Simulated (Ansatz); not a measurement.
**C₂H₃N (singlet): the correlation ladder, cc-pVQZ**

The task here is to estimate one member of a computed series from the others.

Computed with Ansatz 0.2.0, Gaussian basis. Level: cc-pVQZ, core rule «outside noble gas», up to 3 orbitals frozen.

The runs, in order: UHF; CCSD(T) on RHF; BCCD(T) on RHF.

20 further runs of the same task are left out: 2 that didn't finish, 18 set aside as unsound or not needed.

## What is computed

The geometry is an MP2(full)/6-31G* stationary point (not a proven minimum).

6 atoms, charge 0, spin multiplicity 1.

Atoms are counted from 1 here; the program's logs count them from 0.

Bond lengths: C1–C2 1.461 Å, C1–H4 1.092 Å, C1–H5 1.092 Å, C1–H6 1.092 Å, C2–N3 1.178 Å. Angles: C2–C1–H4 110.1°, C2–C1–H5 110.1°, C2–C1–H6 110.1°, H4–C1–H5 108.8°, H4–C1–H6 108.8°, H5–C1–H6 108.8°, C1–C2–N3 180.0°.

The first run:

in.yaml

```yaml
crystal:
  periodic: [false, false, false]
  atoms:
    - {symbol: C, position_ang: [0.000000, 0.000000, -1.300197]}
    - {symbol: C, position_ang: [0.000000, 0.000000, 0.160607]}
    - {symbol: N, position_ang: [0.000000, 0.000000, 1.338939]}
    - {symbol: H, position_ang: [0.000000, 1.024986, -1.675637]}
    - {symbol: H, position_ang: [0.887664, -0.512493, -1.675637]}
    - {symbol: H, position_ang: [-0.887664, -0.512493, -1.675637]}
basis:
  gaussian: {orbitals: cc-pVQZ}
magnetization: {spin_polarized: true, initial_magnetization: 0}
hamiltonian: {xc: hf}
output: {orbitals: {seedname: orbitals}}
```

Run with:

```console
$ ansatz run in.yaml --threads 1 --pin off --events-out ev --progress --plain --max-ram 2880MiB --backend cpu
```

Among the steps run: UHF; CCSD(T) on RHF; BCCD(T) on RHF.

One of the session's tables, all rows but one given; the rest of the session is left out.

```
  method  from RCCSD(T) (kcal/mol)
     RHF                   +368.73
    RMP2                         ?
   RCCSD                    +17.57
RCCSD(T)                         0
 BCCD(T)                     -0.09
```

**Question.** Estimate the row for RMP2.

The run gave: from RCCSD(T) (kcal/mol): +21.82. In the column «from RCCSD(T) (kcal/mol)» it lies between RCCSD (+17.57) and RHF (+368.73).

With the free atoms at the same levels and basis (separate runs), the atomisation energy is 26.319 eV at RCCSD(T), 18.699 eV at RHF.
